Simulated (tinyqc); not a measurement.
Worked calculation (part 1 of 2): UKS/LDA (PW92) in the sto-3g basis, for H2O, spin multiplicity 3. Computed by tinyqc, a small Python program that keeps every step (integrals from PySCF). Settings: charge = 0, multiplicity = 3, basis = sto-3g, energy threshold = 1e-10, iteration cap = 77, orthogonalisation = symmetric, start = random, DIIS depth = 0, method = UKS, functional = lda,pw, grid = [15, 86]. Command: `OMP_NUM_THREADS=1 python tinyqc.py 22921 22922 out.jsonl` (the two numbers bound the seeds that draw the settings). One thread of a shared host (Intel(R) Xeon(R) Processor @ 2.60GHz), about 2 s of CPU time with the checks. Later iterations appear only in the table of the cycle.

## One-electron integrals

Geometry (angstrom):
```
atom         x          y         z
O     0.000000   0.000000  0.000000
H     0.000000   0.797000  0.530000
H     0.000000  -0.797000  0.530000
```

Basis sto-3g: exponents (1/bohr^2) and contraction coefficients of normalised primitives:
```
element  l (shell)    exponent  coefficient
O            s (1)  130.709320     0.154329
O            s (1)   23.808861     0.535328
O            s (1)    6.443608     0.444635
O            s (2)    5.033151    -0.099967
O            s (2)    1.169596     0.399513
O            s (2)    0.380389     0.700115
O            p (3)    5.033151     0.155916
O            p (3)    1.169596     0.607684
O            p (3)    0.380389     0.391957
H            s (1)    3.425251     0.154329
H            s (1)    0.623914     0.535328
H            s (1)    0.168855     0.444635
```

Overlap, kinetic and nuclear-attraction integrals over the contracted functions; the nuclear repulsion is the sum of Za Zb / Rab.

nuclear repulsion = 9.17799302 hartree

overlap S, order 1O 1s, 1O 2s, 1O 2px, 1O 2py, 1O 2pz, 2H 1s, 3H 1s:
```
[[1.000000, 0.236704, 0.000000, 0.000000, 0.000000, 0.053986, 0.053986],
 [0.236704, 1.000000, 0.000000, 0.000000, 0.000000, 0.474849, 0.474849],
 [0.000000, 0.000000, 1.000000, 0.000000, 0.000000, 0.000000, 0.000000],
 [0.000000, 0.000000, 0.000000, 1.000000, 0.000000, 0.327643, -0.327643],
 [0.000000, 0.000000, 0.000000, 0.000000, 1.000000, 0.217881, 0.217881],
 [0.053986, 0.474849, 0.000000, 0.327643, 0.217881, 1.000000, 0.224051],
 [0.053986, 0.474849, 0.000000, -0.327643, 0.217881, 0.224051, 1.000000]]
```

kinetic energy T (hartree), order 1O 1s, 1O 2s, 1O 2px, 1O 2py, 1O 2pz, 2H 1s, 3H 1s:
```
[[29.003200, -0.168011, 0.000000, 0.000000, 0.000000, -0.002507, -0.002507],
 [-0.168011, 0.808128, 0.000000, 0.000000, 0.000000, 0.128641, 0.128641],
 [0.000000, 0.000000, 2.528731, 0.000000, 0.000000, 0.000000, 0.000000],
 [0.000000, 0.000000, 0.000000, 2.528731, 0.000000, 0.236757, -0.236757],
 [0.000000, 0.000000, 0.000000, 0.000000, 2.528731, 0.157442, 0.157442],
 [-0.002507, 0.128641, 0.000000, 0.236757, 0.157442, 0.760032, 0.002801],
 [-0.002507, 0.128641, 0.000000, -0.236757, 0.157442, 0.002801, 0.760032]]
```

nuclear attraction V (hartree), order 1O 1s, 1O 2s, 1O 2px, 1O 2py, 1O 2pz, 2H 1s, 3H 1s:
```
[[-61.724206, -7.444815, 0.000000, 0.000000, -0.017194, -1.747182, -1.747182],
 [-7.444815, -10.143022, 0.000000, 0.000000, -0.202241, -3.863163, -3.863163],
 [0.000000, 0.000000, -9.986449, 0.000000, 0.000000, 0.000000, 0.000000],
 [0.000000, 0.000000, 0.000000, -10.159808, 0.000000, -2.374256, 2.374256],
 [-0.017194, -0.202241, 0.000000, 0.000000, -10.063111, -1.640255, -1.640255],
 [-1.747182, -3.863163, 0.000000, -2.374256, -1.640255, -5.819863, -1.457163],
 [-1.747182, -3.863163, 0.000000, 2.374256, -1.640255, -1.457163, -5.819863]]
```

core Hamiltonian H = T + V (hartree), order 1O 1s, 1O 2s, 1O 2px, 1O 2py, 1O 2pz, 2H 1s, 3H 1s:
```
[[-32.721007, -7.612826, 0.000000, 0.000000, -0.017194, -1.749689, -1.749689],
 [-7.612826, -9.334894, 0.000000, 0.000000, -0.202241, -3.734522, -3.734522],
 [0.000000, 0.000000, -7.457717, 0.000000, 0.000000, 0.000000, 0.000000],
 [0.000000, 0.000000, 0.000000, -7.631077, 0.000000, -2.137499, 2.137499],
 [-0.017194, -0.202241, 0.000000, 0.000000, -7.534380, -1.482813, -1.482813],
 [-1.749689, -3.734522, 0.000000, -2.137499, -1.482813, -5.059831, -1.454362],
 [-1.749689, -3.734522, 0.000000, 2.137499, -1.482813, -1.454362, -5.059831]]
```

## Two-electron integrals

Functions are numbered as in S; the eight-fold symmetry (ij|kl) = (ji|kl) = (kl|ij) leaves the list below.

Two-electron integrals (ij|kl) in chemists' order, unique and non-zero (hartree):
```
(11|11) 4.785065    (21|11) 0.741380    (21|21) 0.136873    (22|11) 1.118947
(22|21) 0.256633    (22|22) 0.817206    (31|31) 0.024477    (32|31) 0.037809
(32|32) 0.180518    (33|11) 1.115814    (33|21) 0.256684    (33|22) 0.817023
(33|33) 0.880159    (41|41) 0.024477    (42|41) 0.037809    (42|42) 0.180518
(43|43) 0.047444    (44|11) 1.115814    (44|21) 0.256684    (44|22) 0.817023
(44|33) 0.785270    (44|44) 0.880159    (51|51) 0.024477    (52|51) 0.037809
(52|52) 0.180518    (53|53) 0.047444    (54|54) 0.047444    (55|11) 1.115814
(55|21) 0.256684    (55|22) 0.817023    (55|33) 0.785270    (55|44) 0.785270
(55|55) 0.880159    (61|11) 0.171823    (61|21) 0.031440    (61|22) 0.058521
(61|33) 0.058410    (61|41) 0.001204    (61|42) 0.002247    (61|44) 0.058645
(61|51) 0.000801    (61|52) 0.001494    (61|54) 0.000157    (61|55) 0.058514
(61|61) 0.007315    (62|11) 0.403691    (62|21) 0.093685    (62|22) 0.328622
(62|33) 0.323163    (62|41) 0.005833    (62|42) 0.043915    (62|44) 0.334306
(62|51) 0.003879    (62|52) 0.029203    (62|54) 0.007410    (62|55) 0.328091
(62|61) 0.021912    (62|62) 0.161433    (63|31) 0.009974    (63|32) 0.057436
(63|43) 0.009205    (63|53) 0.006121    (63|63) 0.023446    (64|11) 0.236920
(64|21) 0.055712    (64|22) 0.208729    (64|33) 0.199185    (64|41) 0.013027
(64|42) 0.083982    (64|44) 0.224523    (64|51) 0.002030    (64|52) 0.017653
(64|54) 0.010729    (64|55) 0.202249    (64|61) 0.013626    (64|62) 0.124546
(64|64) 0.118465    (65|11) 0.157550    (65|21) 0.037048    (65|22) 0.138803
(65|33) 0.132457    (65|41) 0.002030    (65|42) 0.017653    (65|44) 0.137064
(65|51) 0.011324    (65|52) 0.069175    (65|54) 0.012269    (65|55) 0.146736
(65|61) 0.009061    (65|62) 0.082823    (65|64) 0.063187    (65|65) 0.065465
(66|11) 0.532019    (66|21) 0.125474    (66|22) 0.503301    (66|33) 0.482800
(66|41) 0.010436    (66|42) 0.107054    (66|44) 0.525018    (66|51) 0.006940
(66|52) 0.071190    (66|54) 0.028074    (66|55) 0.501470    (66|61) 0.029634
(66|62) 0.306391    (66|64) 0.270050    (66|65) 0.179581    (66|66) 0.774606
(71|11) 0.171823    (71|21) 0.031440    (71|22) 0.058521    (71|33) 0.058410
(71|41) -0.001204   (71|42) -0.002247   (71|44) 0.058645    (71|51) 0.000801
(71|52) 0.001494    (71|54) -0.000157   (71|55) 0.058514    (71|61) 0.007190
(71|62) 0.021156    (71|64) 0.011993    (71|65) 0.008755    (71|66) 0.028231
(71|71) 0.007315    (72|11) 0.403691    (72|21) 0.093685    (72|22) 0.328622
(72|33) 0.323163    (72|41) -0.005833   (72|42) -0.043915   (72|44) 0.334306
(72|51) 0.003879    (72|52) 0.029203    (72|54) -0.007410   (72|55) 0.328091
(72|61) 0.021156    (72|62) 0.129826    (72|64) 0.069069    (72|65) 0.064669
(72|66) 0.201594    (72|71) 0.021912    (72|72) 0.161433    (73|31) 0.009974
(73|32) 0.057436    (73|43) -0.009205   (73|53) 0.006121    (73|63) 0.018188
(73|73) 0.023446    (74|11) -0.236920   (74|21) -0.055712   (74|22) -0.208729
(74|33) -0.199185   (74|41) 0.013027    (74|42) 0.083982    (74|44) -0.224523
(74|51) -0.002030   (74|52) -0.017653   (74|54) 0.010729    (74|55) -0.202249
(74|61) -0.011993   (74|62) -0.069069   (74|64) -0.019058   (74|65) -0.033620
(74|66) -0.094857   (74|71) -0.013626   (74|72) -0.124546   (74|74) 0.118465
(75|11) 0.157550    (75|21) 0.037048    (75|22) 0.138803    (75|33) 0.132457
(75|41) -0.002030   (75|42) -0.017653   (75|44) 0.137064    (75|51) 0.011324
(75|52) 0.069175    (75|54) -0.012269   (75|55) 0.146736    (75|61) 0.008755
(75|62) 0.064669    (75|64) 0.033620    (75|65) 0.049904    (75|66) 0.109951
(75|71) 0.009061    (75|72) 0.082823    (75|74) -0.063187   (75|75) 0.065465
(76|11) 0.146289    (76|21) 0.034212    (76|22) 0.128829    (76|33) 0.126134
(76|44) 0.128985    (76|51) 0.002294    (76|52) 0.020009    (76|55) 0.131234
(76|61) 0.007901    (76|62) 0.061273    (76|64) 0.040831    (76|65) 0.035344
(76|66) 0.116995    (76|71) 0.007901    (76|72) 0.061273    (76|74) -0.040831
(76|75) 0.035344    (76|76) 0.027919    (77|11) 0.532019    (77|21) 0.125474
(77|22) 0.503301    (77|33) 0.482800    (77|41) -0.010436   (77|42) -0.107054
(77|44) 0.525018    (77|51) 0.006940    (77|52) 0.071190    (77|54) -0.028074
(77|55) 0.501470    (77|61) 0.028231    (77|62) 0.201594    (77|64) 0.094857
(77|65) 0.109951    (77|66) 0.327203    (77|71) 0.029634    (77|72) 0.306391
(77|74) -0.270050   (77|75) 0.179581    (77|76) 0.116995    (77|77) 0.774606
```

## Orthogonalisation

S = U s U^T; symmetric (Loewdin) form X = U s^(-1/2) U^T, so that X^T S X = 1.

eigenvalues of S: [0.343847, 0.411267, 0.892804, 1.000000, 1.083688, 1.364682, 1.903712]

X, order 1O 1s, 1O 2s, 1O 2px, 1O 2py, 1O 2pz, 2H 1s, 3H 1s:
```
[[1.024232, -0.143660, 0.000000, 0.000000, -0.009386, 0.022265, 0.022265],
 [-0.143660, 1.250199, 0.000000, 0.000000, 0.102616, -0.299545, -0.299545],
 [0.000000, 0.000000, 1.000000, 0.000000, 0.000000, 0.000000, 0.000000],
 [0.000000, 0.000000, 0.000000, 1.125037, 0.000000, -0.241694, 0.241694],
 [-0.009386, 0.102616, 0.000000, 0.000000, 1.046131, -0.135104, -0.135104],
 [0.022265, -0.299545, 0.000000, -0.241694, -0.135104, 1.209415, -0.080899],
 [0.022265, -0.299545, 0.000000, 0.241694, -0.135104, -0.080899, 1.209415]]
```

## Starting guess

The start is random orthonormal orbitals; D(s) = C_occ C_occ^T for each spin.

D(alpha) at the start, order 1O 1s, 1O 2s, 1O 2px, 1O 2py, 1O 2pz, 2H 1s, 3H 1s:
```
[[0.790165, -0.274017, 0.078850, -0.204753, 0.084505, 0.416640, -0.384881],
 [-0.274017, 1.757609, -0.018836, 0.048911, 0.288141, -0.807088, -0.615622],
 [0.078850, -0.018836, 0.977843, 0.057535, -0.035039, -0.091159, 0.134068],
 [-0.204753, 0.048911, 0.057535, 1.233134, 0.090989, -0.347059, 0.235633],
 [0.084505, 0.288141, -0.035039, 0.090989, 1.086101, -0.468913, -0.112730],
 [0.416640, -0.807088, -0.091159, -0.347059, -0.468913, 1.261070, 0.405973],
 [-0.384881, -0.615622, 0.134068, 0.235633, -0.112730, 0.405973, 0.824885]]
```

D(beta) at the start, order 1O 1s, 1O 2s, 1O 2px, 1O 2py, 1O 2pz, 2H 1s, 3H 1s:
```
[[0.392425, -0.404625, 0.045272, -0.499676, -0.177835, 0.429427, -0.123359],
 [-0.404625, 1.262071, -0.533038, 0.134137, 0.143353, -0.725688, -0.485306],
 [0.045272, -0.533038, 0.415664, 0.235033, -0.122375, -0.004259, 0.205545],
 [-0.499676, 0.134137, 0.235033, 0.941214, -0.079947, -0.368630, 0.411676],
 [-0.177835, 0.143353, -0.122375, -0.079947, 0.905471, -0.450477, 0.065520],
 [0.429427, -0.725688, -0.004259, -0.368630, -0.450477, 1.247492, 0.389986],
 [-0.123359, -0.485306, 0.205545, 0.411676, 0.065520, 0.389986, 0.648566]]
```

## Iteration 1: exchange-correlation on the grid

Becke grid with 15 radial and 86 angular points per atom, points of zero weight dropped. rho = sum D_ij phi_i phi_j; V_xc,ij = sum w v_xc phi_i phi_j; v_xc is d(rho eps)/d rho(s) for spin s.

The 12 grid points with the largest w rho, of 3864 (bohr, atomic units):
```
x                  y          z         w  rho(alpha)  rho(beta)     eps_xc  v_xc(alpha)
-0.624919  -0.170157   0.624919  0.043038    0.389072   0.379153  -0.745475    -0.982360
-0.834598   0.000000   0.336819  0.043323    0.380767   0.351941  -0.734672    -0.974290
-0.624919   0.170157   0.624919  0.043038    0.390118   0.343807  -0.735359    -0.980571
-0.336819   0.000000   0.834598  0.042690    0.391548   0.345209  -0.736244    -0.981717
-0.834598  -0.336819   0.000000  0.043270    0.370019   0.350878  -0.730837    -0.966178
-0.624919  -0.624919  -0.170157  0.043148    0.375689   0.334790  -0.727836    -0.969225
-0.624919  -0.624919   0.170157  0.041741    0.375096   0.355392  -0.733872    -0.970326
-0.767266  -0.332643   0.332643  0.040310    0.379695   0.374794  -0.741256    -0.975162
-0.519615  -0.519615   0.519615  0.040142    0.375667   0.369462  -0.738366    -0.971785
-0.170157   0.624919  -0.624919  0.043575    0.345315   0.340915  -0.719564    -0.946382
0.170157    0.624919  -0.624919  0.043575    0.354431   0.330235  -0.719198    -0.952671
-0.519615  -0.519615  -0.519615  0.043839    0.368051   0.310609  -0.717936    -0.961588
```

electrons on the grid, sum of w rho = 10.001714

E_xc = sum of w rho eps_xc = -7.08050171 hartree

V_xc(alpha) (hartree), order 1O 1s, 1O 2s, 1O 2px, 1O 2py, 1O 2pz, 2H 1s, 3H 1s:
```
[[-2.672281, -0.401595, -0.001727, 0.007199, -0.005666, -0.093246, -0.093850],
 [-0.401595, -0.842626, 0.005673, 0.001497, -0.015099, -0.331959, -0.326710],
 [-0.001727, 0.005673, -0.827663, -0.003106, 0.002831, 0.002062, 0.002235],
 [0.007199, 0.001497, -0.003106, -0.848274, -0.001793, -0.214922, 0.207455],
 [-0.005666, -0.015099, 0.002831, -0.001793, -0.838479, -0.146843, -0.143342],
 [-0.093246, -0.331959, 0.002062, -0.214922, -0.146843, -0.555825, -0.123114],
 [-0.093850, -0.326710, 0.002235, 0.207455, -0.143342, -0.123114, -0.516323]]
```

V_xc(beta) (hartree), order 1O 1s, 1O 2s, 1O 2px, 1O 2py, 1O 2pz, 2H 1s, 3H 1s:
```
[[-2.119239, -0.325446, 0.015582, 0.023222, 0.009261, -0.074340, -0.076346],
 [-0.325446, -0.738380, 0.076456, -0.010225, 0.001770, -0.300705, -0.286942],
 [0.015582, 0.076456, -0.697748, -0.020884, 0.009917, 0.019694, 0.025799],
 [0.023222, -0.010225, -0.020884, -0.748841, 0.010279, -0.202499, 0.180800],
 [0.009261, 0.001770, 0.009917, 0.010279, -0.757247, -0.132414, -0.129043],
 [-0.074340, -0.300705, 0.019694, -0.202499, -0.132414, -0.536239, -0.112442],
 [-0.076346, -0.286942, 0.025799, 0.180800, -0.129043, -0.112442, -0.469162]]
```

## Iteration 1: building the Kohn-Sham matrix

J_ij = sum D_kl (ij|kl) with D = D(alpha) + D(beta); F = H + J + V_xc; E = tr D H + tr D J / 2 + E_xc + E_nn.

Coulomb J (hartree), order 1O 1s, 1O 2s, 1O 2px, 1O 2py, 1O 2pz, 2H 1s, 3H 1s:
```
[[13.625307, 2.751315, -0.030783, -0.016940, 0.012032, 0.630260, 0.631619],
 [2.751315, 7.665270, -0.161810, 0.049510, 0.129393, 3.177643, 3.117626],
 [-0.030783, -0.161810, 7.597687, 0.019753, -0.011947, -0.049580, -0.055777],
 [-0.016940, 0.049510, 0.019753, 7.707918, 0.001264, 2.076473, -1.978533],
 [0.012032, 0.129393, -0.011947, 0.001264, 7.675055, 1.411323, 1.377537],
 [0.630260, 3.177643, -0.049580, 2.076473, 1.411323, 5.276868, 1.263297],
 [0.631619, 3.117626, -0.055777, -1.978533, 1.377537, 1.263297, 4.995669]]
```

F(alpha) (hartree), order 1O 1s, 1O 2s, 1O 2px, 1O 2py, 1O 2pz, 2H 1s, 3H 1s:
```
[[-21.767980, -5.263106, -0.032510, -0.009741, -0.010829, -1.212675, -1.211920],
 [-5.263106, -2.512251, -0.156138, 0.051007, -0.087947, -0.888838, -0.943606],
 [-0.032510, -0.156138, -0.687693, 0.016647, -0.009116, -0.047518, -0.053542],
 [-0.009741, 0.051007, 0.016647, -0.771432, -0.000528, -0.275949, 0.366421],
 [-0.010829, -0.087947, -0.009116, -0.000528, -0.697804, -0.218333, -0.248619],
 [-1.212675, -0.888838, -0.047518, -0.275949, -0.218333, -0.338789, -0.314179],
 [-1.211920, -0.943606, -0.053542, 0.366421, -0.248619, -0.314179, -0.580485]]
```

F(beta) (hartree), order 1O 1s, 1O 2s, 1O 2px, 1O 2py, 1O 2pz, 2H 1s, 3H 1s:
```
[[-21.214938, -5.186957, -0.015201, 0.006282, 0.004098, -1.193769, -1.194416],
 [-5.186957, -2.408004, -0.085354, 0.039285, -0.071078, -0.857583, -0.903838],
 [-0.015201, -0.085354, -0.557779, -0.001131, -0.002031, -0.029886, -0.029979],
 [0.006282, 0.039285, -0.001131, -0.671999, 0.011544, -0.263525, 0.339766],
 [0.004098, -0.071078, -0.002031, 0.011544, -0.616572, -0.203905, -0.234320],
 [-1.193769, -0.857583, -0.029886, -0.263525, -0.203905, -0.319202, -0.303507],
 [-1.194416, -0.903838, -0.029979, 0.339766, -0.234320, -0.303507, -0.533323]]
```

total energy of this density = -53.57808570 hartree

## Iteration 1: diagonalisation and new density

Diagonalise F' = X^T F X, C = X C', fill 6 alpha and 4 beta electrons from the bottom; D(s) = C_occ C_occ^T. Each column has its largest component positive (the first on a tie).

F' = X^T F X (alpha) (hartree):
```
[[-21.438251, -2.562258, -0.013032, -0.016340, -0.015956, -0.230131, -0.232947],
 [-2.562258, -1.461307, -0.161196, 0.042939, 0.000607, -0.373927, -0.354635],
 [-0.013032, -0.161196, -0.687693, 0.017273, -0.011600, -0.009883, -0.009609],
 [-0.016340, 0.042939, 0.017273, -0.644063, -0.009507, -0.236571, 0.260722],
 [-0.015956, 0.000607, -0.011600, -0.009507, -0.652166, -0.139413, -0.149022],
 [-0.230131, -0.373927, -0.009883, -0.236571, -0.139413, 0.117634, -0.083005],
 [-0.232947, -0.354635, -0.009609, 0.260722, -0.149022, -0.083005, -0.146928]]
```

orbital energies (alpha) (hartree): [-21.768729, -1.366253, -0.785105, -0.698529, -0.649752, 0.059583, 0.296010]

coefficients C (alpha), order 1O 1s, 1O 2s, 1O 2px, 1O 2py, 1O 2pz, 2H 1s, 3H 1s:
```
[[0.998460, -0.239862, -0.030790, 0.023102, 0.058798, 0.086851, 0.061886],
 [0.007029, 0.988820, 0.146893, -0.135346, -0.240264, -0.678276, -0.487981],
 [0.001586, 0.220171, 0.018490, -0.341582, 0.911593, 0.055500, 0.020493],
 [0.000595, -0.086033, 0.901435, 0.030838, -0.002160, 0.479034, -0.576302],
 [0.001107, 0.129968, 0.040683, 0.894208, 0.332273, -0.395442, -0.237861],
 [-0.001540, -0.020146, 0.079505, 0.045480, -0.017261, 0.149141, 1.266800],
 [-0.001095, 0.021388, -0.173244, 0.128509, -0.022948, 1.234539, -0.254009]]
```

F' = X^T F X (beta) (hartree):
```
[[-20.877336, -2.568907, -0.004621, 0.003039, -0.005122, -0.225483, -0.222397],
 [-2.568907, -1.353489, -0.086802, 0.030673, 0.022207, -0.371183, -0.354109],
 [-0.004621, -0.086802, -0.557779, -0.001295, -0.002652, -0.007943, -0.008609],
 [0.003039, 0.030673, -0.001295, -0.536810, 0.004623, -0.243417, 0.260817],
 [-0.005122, 0.022207, -0.002652, 0.004623, -0.567328, -0.142800, -0.149867],
 [-0.225483, -0.371183, -0.007943, -0.243417, -0.142800, 0.128130, -0.083581],
 [-0.222397, -0.354109, -0.008609, 0.260817, -0.149867, -0.083581, -0.108497]]
```

orbital energies (beta) (hartree): [-21.216535, -1.231744, -0.699203, -0.615605, -0.546208, 0.111674, 0.324513]

coefficients C (beta), order 1O 1s, 1O 2s, 1O 2px, 1O 2py, 1O 2pz, 2H 1s, 3H 1s:
```
[[0.997620, -0.244236, -0.031418, 0.034871, 0.033236, 0.093206, 0.062262],
 [0.010875, 0.985284, 0.156141, -0.180358, -0.133072, -0.704230, -0.481830],
 [0.000773, 0.121698, 0.070841, -0.132592, 0.980696, 0.025297, 0.013642],
 [-0.000413, -0.062830, 0.858000, 0.188184, -0.032585, 0.479724, -0.613040],
 [0.000767, 0.114339, -0.135774, 0.926473, 0.135024, -0.414227, -0.248671],
 [-0.002023, -0.000237, 0.100941, 0.084560, -0.017940, 0.177898, 1.259686],
 [-0.002316, 0.049417, -0.218232, 0.085914, -0.006508, 1.225510, -0.277039]]
```

D(alpha) after iteration 1, order 1O 1s, 1O 2s, 1O 2px, 1O 2py, 1O 2pz, 2H 1s, 3H 1s:
```
[[1.066939, -0.310849, -0.001268, 0.035665, -0.025471, 0.013835, 0.107951],
 [-0.310849, 1.535496, 0.010000, -0.281224, 0.201857, -0.111420, -0.853545],
 [-0.001268, 0.010000, 0.999580, 0.011810, 0.004874, -0.025961, 0.005205],
 [0.035665, -0.281224, 0.011810, 1.050416, -0.137080, 0.146284, 0.437389],
 [-0.025471, 0.201857, 0.004874, -0.137080, 1.084936, -0.023429, -0.385170],
 [0.013835, -0.111420, -0.025961, 0.146284, -0.023429, 0.031339, 0.176158],
 [0.107951, -0.853545, 0.005205, 0.437389, -0.385170, 0.176158, 1.571600]]
```

D(beta) after iteration 1, order 1O 1s, 1O 2s, 1O 2px, 1O 2py, 1O 2pz, 2H 1s, 3H 1s:
```
[[1.057100, -0.240987, -0.035802, -0.005461, 0.009412, -0.002183, -0.004527],
 [-0.240987, 1.027812, 0.154891, 0.038119, -0.075632, 0.000255, -0.000905],
 [-0.035802, 0.154891, 0.037410, 0.028183, -0.118546, -0.004092, -0.020839],
 [-0.005461, 0.038119, 0.028183, 0.775524, 0.050669, 0.102536, -0.174180],
 [0.009412, -0.075632, -0.118546, 0.050669, 0.889861, 0.064608, 0.114875],
 [-0.002183, 0.000255, -0.004092, 0.102536, 0.064608, 0.017344, -0.014771],
 [-0.004527, -0.000905, -0.020839, -0.174180, 0.114875, -0.014771, 0.057454]]
```
